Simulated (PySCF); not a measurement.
# SO2: singlet, from a linear start

Where does singlet SO2 go from a linear start, is the end point a minimum, and what are its modes, charges and moments?

Method: PBE, basis S def2-TZVP, O def2-TZVP, no relativity, density fitting; program: PySCF 2.14.0.

## 1. Where the work starts

3 atoms, charge 0, spin multiplicity 1.

Bond lengths: S1–O2 1.510 Å, S1–O3 1.510 Å. Angles: O2–S1–O3 180.0°.

```xyz
3
charge 0 multiplicity 1
S     0.0000    0.0000    0.0000
O     0.0000    0.0000    1.5100
O     0.0000    0.0000   -1.5100
```

## 2. Finding the electronic state

The steps below are one call of a driver around PySCF. For each, scf.py gives the equivalent set-up of the SCF; relaxations use the driver's own optimiser. After this first run the driver tries any further starts and a stability analysis.

scf.py

```python
from pyscf import gto, scf, dft
mol = gto.M(atom='''
S      0.000000     0.000000     0.000000
O      0.000000     0.000000     1.510000
O      0.000000     0.000000    -1.510000''',
    basis={'S': 'def2-TZVP', 'O': 'def2-TZVP'},
    charge=0, spin=0)
mf = dft.RKS(mol, xc='PBE')
mf.grids.atom_grid = (50, 194)
aux = {'S': 'def2-universal-JKFIT', 'O': 'def2-universal-JKFIT'}
mf = mf.density_fit(auxbasis=aux)
mf.conv_tol = 1e-08
mf.diis_space = 10
mf.max_cycle = 60
mf.init_guess = 'minao'
mf.verbose = 4
mf.kernel()
```

Command:

```console
$ OMP_NUM_THREADS=2 python axn.py task.json out
```

Output:

```text
init E= -548.808550823853
  HOMO = -0.276153913336593  LUMO = -0.181431934511254  gap/eV = 2.57752
cycle= 1 E= -548.049241445828  delta_E= 0.759  |g|= 1.17  |ddm|=  3.1
  HOMO = -0.136575262780681  LUMO = -0.0561032526023068  gap/eV = 2.18975
cycle= 2 E= -546.227137099742  delta_E= 1.82  |g|= 3.17  |ddm|= 2.39
  HOMO = -0.215736634568195  LUMO = -0.149434752105015  gap/eV = 1.80417
cycle= 3 E= -548.309322478199  delta_E= -2.08  |g|= 0.108  |ddm|= 1.89
  HOMO = -0.246164459649741  LUMO = -0.178321176469186  gap/eV = 1.84611
cycle= 4 E= -548.310402779013  delta_E= -0.00108  |g|= 0.0756  |ddm|= 0.416
  HOMO = -0.234887067386886  LUMO = -0.167667557961753  gap/eV = 1.82914
cycle= 5 E= -548.311655052514  delta_E= -0.00125  |g|= 0.00764  |ddm|= 0.153
  HOMO = -0.234488863196923  LUMO = -0.167199245040814  gap/eV = 1.83104
cycle= 6 E= -548.311667811812  delta_E= -1.28e-05  |g|= 0.000733  |ddm|= 0.00821
  HOMO = -0.234516621693373  LUMO = -0.167210858987388  gap/eV = 1.83148
cycle= 7 E= -548.311667872911  delta_E= -6.11e-08  |g|= 0.000251  |ddm|= 0.000214
  HOMO = -0.234519208162013  LUMO = -0.167212665617296  gap/eV = 1.83150
cycle= 8 E= -548.311667885789  delta_E= -1.29e-08  |g|= 1.65e-05  |ddm|= 0.000119
  HOMO = -0.234518771498131  LUMO = -0.167212025849031  gap/eV = 1.83151
cycle= 9 E= -548.311667885842  delta_E= -5.28e-11  |g|= 1.11e-06  |ddm|= 1.39e-05
  HOMO = -0.234518758033893  LUMO = -0.167212051928936  gap/eV = 1.83151
Extra cycle  E= -548.311667885841  delta_E= 6.82e-13  |g|= 3.62e-06  |ddm|= 2.86e-06
converged SCF energy = -548.311667885841
```

This step, with its further starts and checks, took 4.6 s on 2 threads of Arm Neoverse V1, shared host.

No lower closed-shell solution turned up in the test of internal stability.

## 3. Relaxing the singlet from the linear start

The program finds D∞h symmetry in the start, which this walk keeps. The walk stops when the largest gradient is under 0.0003 Eh/bohr and the energy has settled too.

Changes to scf.py since step 2:

```diff
@@ -15 +14,0 @@
-mf.init_guess = 'minao'
```

Steps of the walk:

```csv
step,energy (Eh),change (kJ/mol),largest symmetric gradient (Eh/bohr)
0,-548.311668,0.00,0.02213
1,-548.312838,-3.07,0.00412
2,-548.312874,-3.17,0.00038
3,-548.312874,-3.17,0.00001
```

The walk took 3.4 s.

After 3 steps and 3.2 kJ/mol it ends at D∞h: S–O 1.482 Å (×2); O–S–O 180.0°.

## 4. Is it a minimum? Harmonic modes

The point is checked on the finer grid, and tightened if its gradient asks for it. The Hessian and the dipole derivatives come from central differences of analytic gradients, with steps of 0.02 bohr.

Changes to scf.py since step 3:

```diff
@@ -3,3 +3,3 @@
-S      0.000000     0.000000     0.000000
-O      0.000000     0.000000     1.510000
-O      0.000000     0.000000    -1.510000''',
+S      0.000000     0.000000    -0.000000
+O      0.000000    -0.000000     1.481892
+O     -0.000000     0.000000    -1.481892''',
@@ -9 +9 @@
-mf.grids.atom_grid = (50, 194)
+mf.grids.atom_grid = (75, 302)
@@ -12 +12 @@
-mf.conv_tol = 1e-08
+mf.conv_tol = 1e-10
```

The driver hands on the density of the step before, so the log starts near convergence.

SCF at the final geometry:

```text
init E= -548.312900514492
  HOMO = -0.23071428054584  LUMO = -0.158619878450607  gap/eV = 1.96179
cycle= 1 E= -548.312900514491  delta_E= 1.36e-12  |g|= 1.38e-06  |ddm|= 9.55e-07
  HOMO = -0.230714339708143  LUMO = -0.158619904823421  gap/eV = 1.96179
Extra cycle  E= -548.312900514486  delta_E= 5.12e-12  |g|= 5.02e-06  |ddm|= 3.16e-06
converged SCF energy = -548.312900514486
```

The whole step took 11 s.

Geometry: D∞h; S–O 1.482 Å (×2); O–S–O 180.0°.

Harmonic modes (main isotopes):

| symmetry | ω (cm⁻¹) | IR (km/mol) | μ (u) | type |
| --- | --- | --- | --- | --- |
| πu | 659i | 0.0 | 21.32 | bend |
| σg+ | 870 | 0.0 | 15.99 | stretch |
| σu+ | 1221 | 266 | 21.32 | stretch |

2 modes are imaginary, the largest at 659i cm⁻¹: a saddle point, not a minimum.

Properties at this point:

| Item | Value |
| --- | --- |
| Dipole moment | 0.00 D |
| Highest occupied level | -6.28 eV |
| Lowest empty level | -4.32 eV |
| Rotational constants | 0.24 cm⁻¹ |
| Zero-point energy (real modes) | 12.5 kJ/mol |
| Principal polarisabilities | 16.6, 16.6, 41.8 bohr³ |
| Atomisation energy without zero-point energy | 932 kJ/mol |
| Principal traceless quadrupole moments about the centre of mass | -6.37, 3.18, 3.18 D Å |

Populations by atom (charges in e):

```csv
atom,Mulliken,Löwdin,polar tensor,Mayer order to S1
S1,0.31,0.46,0.68,–
"O2,3",-0.16,-0.23,-0.34,1.80
```

Mulliken populations on S1: s 6.25, p 8.72, d 0.67, f 0.04.

## 5. Downhill along the imaginary mode

The atoms are moved a little along the softest imaginary mode and relaxed again.

The program finds C2v symmetry in the start, which this walk keeps. Threshold on the gradient: 0.0003 Eh/bohr, with a further test on the energy change.

Changes to scf.py since step 4:

```diff
@@ -3,3 +3,3 @@
-S      0.000000     0.000000    -0.000000
-O      0.000000    -0.000000     1.481892
-O     -0.000000     0.000000    -1.481892''',
+S      0.120000     0.000000    -0.000000
+O     -0.119933    -0.000000     1.481892
+O     -0.119933    -0.000000    -1.481892''',
@@ -9 +9 @@
-mf.grids.atom_grid = (75, 302)
+mf.grids.atom_grid = (50, 194)
@@ -12 +12 @@
-mf.conv_tol = 1e-10
+mf.conv_tol = 1e-08
```

Steps of the walk:

```csv
step,energy (Eh),change (kJ/mol),largest symmetric gradient (Eh/bohr)
0,-548.334420,0.00,0.07400
1,-548.379387,-118.06,0.05190
2,-548.392270,-151.89,0.08486
3,-548.401155,-175.21,0.02373
4,-548.401826,-176.97,0.00509
5,-548.401884,-177.13,0.00048
6,-548.401885,-177.13,0.00003
```

The walk took 7.4 s.

Geometry (Å) and forces (eV/Å) at some steps:

```
step 0
S    0.120   0.000   0.000   3.805   0.000   0.000
O   -0.120   0.000   1.482  -1.903   0.000  -1.505
O   -0.120   0.000  -1.482  -1.903   0.000   1.505
step 1
S    0.311   0.000   0.000   1.566   0.000   0.000
O   -0.216   0.000   1.411  -0.783   0.000  -2.669
O   -0.216   0.000  -1.411  -0.783   0.000   2.669
step 3
S    0.441   0.000   0.000   1.220   0.000  -0.001
O   -0.280   0.000   1.246  -0.610   0.000   0.893
O   -0.280   0.000  -1.246  -0.610   0.000  -0.892
step 6
S    0.453   0.000   0.000   0.002   0.000   0.001
O   -0.287   0.000   1.255  -0.001   0.000   0.000
O   -0.287   0.000  -1.255  -0.001   0.000  -0.001
```

End point (C2v, 6 steps, 177.1 kJ/mol gained): S–O 1.457 Å (×2); O–S–O 119.0°.

## 6. Vibrations and properties at this point

As before: finer grid, then central differences.

Changes to scf.py since step 5:

```diff
@@ -3,3 +3,3 @@
-S      0.120000     0.000000    -0.000000
-O     -0.119933    -0.000000     1.481892
-O     -0.119933    -0.000000    -1.481892''',
+S      0.370204     0.000000    -0.000000
+O     -0.369975    -0.000000     1.255246
+O     -0.369975    -0.000000    -1.255246''',
@@ -9 +9 @@
-mf.grids.atom_grid = (50, 194)
+mf.grids.atom_grid = (75, 302)
@@ -12 +12 @@
-mf.conv_tol = 1e-08
+mf.conv_tol = 1e-10
```

Log of the central SCF (cycles and frontier levels):

```text
init E= -548.401913578846
  HOMO = -0.291261224346891  LUMO = -0.163979524326152  gap/eV = 3.46351
cycle= 1 E= -548.40191357801  delta_E= 8.35e-10  |g|= 6.64e-05  |ddm|= 4.25e-05
  HOMO = -0.291261548937473  LUMO = -0.163979589248711  gap/eV = 3.46352
cycle= 2 E= -548.401913559581  delta_E= 1.84e-08  |g|= 0.000311  |ddm|= 0.000199
  HOMO = -0.291261377395343  LUMO = -0.163979545707811  gap/eV = 3.46352
cycle= 3 E= -548.401913578886  delta_E= -1.93e-08  |g|= 3.39e-06  |ddm|= 0.000164
  HOMO = -0.291261294090757  LUMO = -0.163979526476659  gap/eV = 3.46351
cycle= 4 E= -548.40191357889  delta_E= -3.64e-12  |g|= 4.65e-08  |ddm|= 1.69e-06
  HOMO = -0.29126130185926  LUMO = -0.16397953549216  gap/eV = 3.46351
Extra cycle  E= -548.401913578889  delta_E= 1.02e-12  |g|= 8.41e-08  |ddm|= 1.18e-07
converged SCF energy = -548.401913578889
```

The whole step took 14 s on 2 threads of Arm Neoverse V1, shared host.

Geometry: C2v; S–O 1.457 Å (×2); O–S–O 118.9°.

Harmonic modes (main isotopes):

```json
{"symmetry": "a1", "ω (cm⁻¹)": "493", "IR (km/mol)": "23.2", "type": "bend"}
{"symmetry": "a1", "ω (cm⁻¹)": "1115", "IR (km/mol)": "23.8", "type": "stretch"}
{"symmetry": "b2", "ω (cm⁻¹)": "1310", "IR (km/mol)": "180", "type": "stretch"}
```

All wavenumbers are real: a minimum.

Properties at this point:

| Property | Result |
| --- | --- |
| Dipole moment | 1.60 D |
| Highest occupied level | -7.93 eV |
| Lowest empty level | -4.46 eV |
| Rotational constants | 1.924, 0.3344, 0.2849 cm⁻¹ |
| Zero-point energy | 17.5 kJ/mol |
| Principal polarisabilities | 15.1, 19.6, 32.2 bohr³ |
| Atomisation energy without zero-point energy | 1166 kJ/mol |
| Principal traceless quadrupole moments about the centre of mass | -4.95, 1.13, 3.82 D Å |
| Entropy at 298.15 K and 1 bar | 248.9 J/(mol K) |
| Heat capacity Cp at 298.15 K | 40.3 J/(mol K) |
| Enthalpy at 298.15 K above 0 K | 10.61 kJ/mol |
| Rotational symmetry number | 2 |

Charges (e) and bond orders:

| atom | Mulliken | Löwdin | polar tensor | Mayer order to S1 |
| --- | --- | --- | --- | --- |
| S1 | 0.57 | 0.50 | 0.99 | – |
| O2,3 | -0.28 | -0.25 | -0.50 | 1.93 |

Outer orbital energies (eV). occupied: -26.13, -15.77, -12.12, -11.96, -11.88, -9.21, -8.55, -7.93; empty: -4.46, -0.02, 0.70, 5.39.

Mulliken populations on S1: s 5.91, p 8.84, d 0.62, f 0.06.

## 7. Would spin polarisation lower it?

At the lowest minimum the closed shell is tested against spin polarisation, on the (50, 194) grid. It is stable.

## 8. All stationary points

| spin | group | bonds | imaginary modes (cm⁻¹) | ΔE (kJ/mol) | with zero-point energy |
| --- | --- | --- | --- | --- | --- |
| singlet | C2v | S–O 1.457 Å (×2) | none | 0.0 | 0.0 |
| singlet | D∞h | S–O 1.482 Å (×2) | 659i, 659i | 233.7 | – |

## 9. Results

| quantity | value |
| --- | --- |
| minimum | singlet, C2v |
| geometry | S–O 1.457 Å (×2); O–S–O 118.9° |
| wavenumbers (cm⁻¹) | 493 (a1), 1115 (a1), 1310 (b2) |
| dipole moment | 1.60 D |
| highest occupied, lowest empty level | -7.93, -4.46 eV |
| polar-tensor charge of S1 | +0.99 e |
| zero-point energy | 17.5 kJ/mol |
| entropy at 298.15 K | 248.9 J/(mol K) |
| atomisation energy (no zero-point energy) | 1166 kJ/mol |

The linear start (D∞h) ends in a minimum of C2v symmetry, after a stop at a second-order saddle point 233.7 kJ/mol higher, from which it was pushed off along an imaginary mode. The strongest infrared band lies at 1310 cm⁻¹ (b2, stretch). Other starts or spin states, not run here, may lie lower.

The search up to here took 41 s.
